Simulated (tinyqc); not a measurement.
MP2 on RHF in the sto-3g basis, frozen core, for LiH, spin multiplicity 1, step by step. One step of it, computed by the program tinyqc.

Problem. Second-order Moller-Plesset energy. E2 = sum_ijab (ia|jb) [2 (ia|jb) - (ib|ja)] / (e_i + e_j - e_a - e_b) over occupied i, j and virtual a, b; the opposite-spin part is (ia|jb)^2 / denominator, the rest is same-spin, and SCS-MP2 scales them by 6/5 and 1/3.

orbital energies (hartree): MO1 -2.346021, MO2 -0.300034, MO3 0.079439, MO4 0.163370, MO5 0.163370, MO6 0.593652

Two-electron integrals over orbitals (pq|rs), unique and non-zero (hartree); the lowest 1 orbital is frozen and left out:
```
(22|22) 0.500178    (32|22) -0.045620   (32|32) 0.011475    (33|22) 0.229409
(33|32) 0.005042    (33|33) 0.339396    (42|42) 0.024482    (43|42) 0.019185
(43|43) 0.041380    (44|22) 0.279373    (44|32) 0.003938    (44|33) 0.282374
(44|44) 0.312946    (52|52) 0.024482    (53|52) 0.019185    (53|53) 0.041380
(54|54) 0.016869    (55|22) 0.279373    (55|32) 0.003938    (55|33) 0.282374
(55|44) 0.279207    (55|55) 0.312946    (62|22) 0.137219    (62|32) -0.032682
(62|33) -0.006477   (62|44) -0.005970   (62|55) -0.005970   (62|62) 0.122346
(63|22) -0.050690   (63|32) 0.007721    (63|33) 0.036132    (63|44) 0.000786
(63|55) 0.000786    (63|62) -0.030488   (63|63) 0.026300    (64|42) -0.019354
(64|43) -0.013907   (64|64) 0.019131    (65|52) -0.019354   (65|53) -0.013907
(65|65) 0.019131    (66|22) 0.459538    (66|32) -0.041153   (66|33) 0.242398
(66|44) 0.270016    (66|55) 0.270016    (66|62) 0.145235    (66|63) -0.043067
(66|66) 0.456992
```

Hartree-Fock energy = -7.86133404 hartree

Give: Terms; Pair energies; MP2 correlation energy; SCS-MP2 correlation energy; MP2 total energy.

Solution.

Terms:

| i | j | a | b | (ia\|jb) | (ib\|ja) | denominator | term |
|---|---|---|---|---|---|---|---|
| 2 | 2 | 6 | 6 | 0.1223 | 0.1223 | -1.7874 | -0.0084 |
| 2 | 2 | 3 | 6 | -0.0327 | -0.0327 | -1.2732 | -0.0008 |
| 2 | 2 | 6 | 3 | -0.0327 | -0.0327 | -1.2732 | -0.0008 |
| 2 | 2 | 5 | 5 | 0.0245 | 0.0245 | -0.9268 | -0.0006 |
| 2 | 2 | 4 | 4 | 0.0245 | 0.0245 | -0.9268 | -0.0006 |
| 2 | 2 | 3 | 3 | 0.0115 | 0.0115 | -0.7589 | -1.74e-04 |

Pair energies (hartree; pair i-j sums ij and ji):

| pair | opposite spin | same spin |
|---|---|---|
| 2-2 | -0.0115 | 0 |

MP2 correlation energy = -0.011519 hartree

SCS-MP2 correlation energy = -0.013823 hartree

MP2 total energy = -7.872853 hartree
